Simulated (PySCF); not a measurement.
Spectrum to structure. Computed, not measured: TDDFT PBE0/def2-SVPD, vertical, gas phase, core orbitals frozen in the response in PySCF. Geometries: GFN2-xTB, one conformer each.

| state | E (eV) | f |
| --- | --- | --- |
| S1 | 7.16 | 0.0000 |
| S2 | 7.91 | 0.018 |
| S3 | 8.21 | 0.0000 |
| S4 | 8.38 | 0.022 |
| S5 | 8.69 | 0.256 |
| S6 | 8.77 | 0.011 |
| S7 | 8.94 | 0.011 |
| S8 | 9.02 | 0.029 |

Triplets computed (Tamm–Dancoff): 6.67, 6.96, 7.61 eV.

**Question.** Which candidate is it?
A. `C=NCOC`
B. `COC(=O)OC`
C. `C=C/C=C/C=C`

**Answer.** B. Its S1, at 7.16 eV, is the highest among the candidates; the nearest of the others has S1 at 4.87 eV. S1 is HOMO→LUMO+1 (99%). Löwdin shares by element: HOMO oxygen 91%, carbon 6% or more; LUMO carbon 54%, oxygen 8% or more (atoms not listed hold the other 38%). At the same level the other candidates give, for their lowest levels:
- `C=C/C=C/C=C`: 4.85 eV (f 1.092); 6.03 eV (f 0.000); 6.27 eV (f 0.000); 6.38 eV (f 0.011); 6.62 eV (f 0.000); T1 2.49 eV; HOMO -6.27, LUMO -1.42 eV
- `C=NCOC`: 4.87 eV (f 0.001); 6.46 eV (f 0.008); 6.84 eV (f 0.002); 7.58 eV (f 0.099); 7.69 eV (f 0.047); T1 4.07 eV; HOMO -7.25, LUMO -0.42 eV

Shape of the structure used: `[CH3:1][O:2][C:3](=[O:4])[O:5][CH3:6]`: C1–O2–C3–O4 0°, O2–C3–O5–C6 180°.
